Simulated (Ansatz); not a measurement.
Relaxation of CH6N3 (10 atoms, charge 1, multiplicity 1), to a largest force component of 0.015 eV/Å in at most 40 steps.

Computed with RKS B3LYP-D4/def2-SVP (Ansatz).

```xyz
10
Properties=species:S:1:pos:R:3
N -1.116 0.512 -0.507
C -0.001 -0.001 0.001
N 0.512 -1.113 -0.512
N 0.602 0.600 1.020
H -1.590 0.076 -1.281
H -1.521 1.356 -0.136
H 0.073 -1.585 -1.286
H 1.357 -1.519 -0.145
H 1.450 0.231 1.420
H 0.234 1.446 1.423
```

Task: Where does it end, and by what steps?

Result: It converged. Limits of this set-up: the dipole of an ion depends on the origin. After 2 steps the energy has fallen by 0.012 eV; H7 moved furthest, 0.01 Å.

```tsv
step	energy less start (eV)	largest force component (eV/Å)	accepted
0	0.0000	0.260	yes
1	-0.0115	0.061	yes
2	-0.0121	0.013	yes
```

```xyz
10
Properties=species:S:1:pos:R:3
N -1.122 0.516 -0.510
C -0.001 -0.001 0.001
N 0.515 -1.120 -0.516
N 0.606 0.604 1.026
H -1.600 0.077 -1.289
H -1.532 1.364 -0.138
H 0.074 -1.596 -1.294
H 1.365 -1.530 -0.147
H 1.459 0.233 1.430
H 0.236 1.454 1.434
```

Whether the end is a true minimum wasn't checked by a vibrational analysis.

Time of the run: 14 s on 1 thread of Intel(R) Xeon(R) Platinum 8259CL CPU @ 2.50GHz (Skylake/Cascade Lake), on a shared host, peak memory 0.18 GiB.
